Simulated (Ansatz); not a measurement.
Cost against result

Saddle point of CH$_{7}$BO, closed shell (BH₃O ([BH2][OH]) + CH₄ → CH₅B ([BH2][CH3]) + H₂O (still joined by a long B–O bond); bonds formed: B1–C6, O2–H5; bonds broken: H5–C6; bonds weakened to dative contacts: B1–O2), PBE0-D4/def2-TZVP structure:

```xyz
10
angstrom
B 0.1408 0.3012 -0.7511
O -1.4253 0.1029 -0.7387
H 0.6897 -0.5257 -1.4271
H 0.4161 1.4543 -0.9138
H -0.7376 -0.1245 0.2734
C 0.4732 -0.0879 0.9446
H -1.6475 -0.7199 -1.1827
H 0.4134 -1.1194 1.3032
H 0.1460 0.6025 1.7255
H 1.5313 0.1164 0.7666
```

Barriers are electronic and count from the start structure reached by relaxing down the imaginary mode.

Program: Ansatz 0.2.0. Basis: as named in each row. Cores are frozen in the correlated methods. B3LYP uses VWN-RPA correlation. Extrapolation: Hartree–Fock as exp(−7.88 √X), correlation as X^−2.97.

Times are rough, for one single point on 2 threads of a shared host (Arm Neoverse N1).

The estimate by CCSD(T) at an estimated basis limit (MP2 extrapolated from triple and quadruple zeta, plus CCSD(T) − MP2 in triple zeta) is 2.299 eV.

```json
{"method": "HF", "basis": "STO-3G", "time (s)": "under 1", "barrier (eV)": "3.545", "method less estimate": "1.246"}
{"method": "PBE-D4", "basis": "STO-3G", "time (s)": "under 1", "barrier (eV)": "2.139", "method less estimate": "-0.160"}
{"method": "SPW92", "basis": "def2-SVP", "time (s)": "under 1", "barrier (eV)": "1.338", "method less estimate": "-0.961"}
{"method": "B3LYP-D4", "basis": "6-31G", "time (s)": "1", "barrier (eV)": "2.445", "method less estimate": "0.146"}
{"method": "PBE-D4", "basis": "def2-SVP", "time (s)": "2", "barrier (eV)": "1.821", "method less estimate": "-0.479"}
{"method": "PBE0-D4", "basis": "def2-SVP", "time (s)": "2", "barrier (eV)": "1.983", "method less estimate": "-0.316"}
{"method": "SPW92", "basis": "def2-TZVPP", "time (s)": "2", "barrier (eV)": "1.420", "method less estimate": "-0.880"}
{"method": "PBE-D4", "basis": "def2-TZVPP", "time (s)": "3", "barrier (eV)": "1.894", "method less estimate": "-0.406"}
{"method": "BLYP-D4", "basis": "def2-TZVPP", "time (s)": "3", "barrier (eV)": "2.266", "method less estimate": "-0.033"}
{"method": "CCSD(T)", "basis": "def2-SVP", "time (s)": "4", "barrier (eV)": "2.442", "method less estimate": "0.142"}
{"method": "BHLYP-D4", "basis": "def2-TZVPP", "time (s)": "4", "barrier (eV)": "2.539", "method less estimate": "0.240"}
{"method": "B3LYP-D4", "basis": "def2-TZVPP", "time (s)": "4", "barrier (eV)": "2.343", "method less estimate": "0.044"}
{"method": "PBE0-D4", "basis": "def2-TZVPP", "time (s)": "4", "barrier (eV)": "2.035", "method less estimate": "-0.264"}
{"method": "CAM-B3LYP-D4", "basis": "def2-TZVPP", "time (s)": "5", "barrier (eV)": "2.325", "method less estimate": "0.026"}
{"method": "r2SCAN-D4", "basis": "def2-TZVPP", "time (s)": "6", "barrier (eV)": "2.057", "method less estimate": "-0.242"}
{"method": "wB97M-V", "basis": "def2-SVP", "time (s)": "6", "barrier (eV)": "2.139", "method less estimate": "-0.160"}
{"method": "r2SCAN0-D4", "basis": "def2-TZVPP", "time (s)": "6", "barrier (eV)": "2.143", "method less estimate": "-0.157"}
{"method": "B2PLYP", "basis": "def2-TZVPP", "time (s)": "8", "barrier (eV)": "2.363", "method less estimate": "0.064"}
{"method": "PBE-QIDH", "basis": "def2-TZVPP", "time (s)": "8", "barrier (eV)": "2.154", "method less estimate": "-0.146"}
{"method": "RPA on PBE", "basis": "def2-TZVPP", "time (s)": "8", "barrier (eV)": "2.341", "method less estimate": "0.042"}
{"method": "wB97X-V", "basis": "def2-TZVPP", "time (s)": "12", "barrier (eV)": "2.246", "method less estimate": "-0.054"}
{"method": "wB97M-V", "basis": "def2-TZVPP", "time (s)": "13", "barrier (eV)": "2.228", "method less estimate": "-0.071"}
{"method": "B97M-V", "basis": "def2-TZVPP", "time (s)": "14", "barrier (eV)": "2.292", "method less estimate": "-0.008"}
{"method": "MP2", "basis": "def2-QZVPP", "time (s)": "32", "barrier (eV)": "2.203", "method less estimate": "-0.096"}
{"method": "CCSD(T)", "basis": "def2-TZVPP", "time (s)": "79", "barrier (eV)": "2.308", "method less estimate": "0.009"}
```

All methods are single points on the PBE0-D4 structures.

T1 diagnostic: at most 0.013.

Labels in which every atom is bracketed show which atoms are joined, not bond orders.
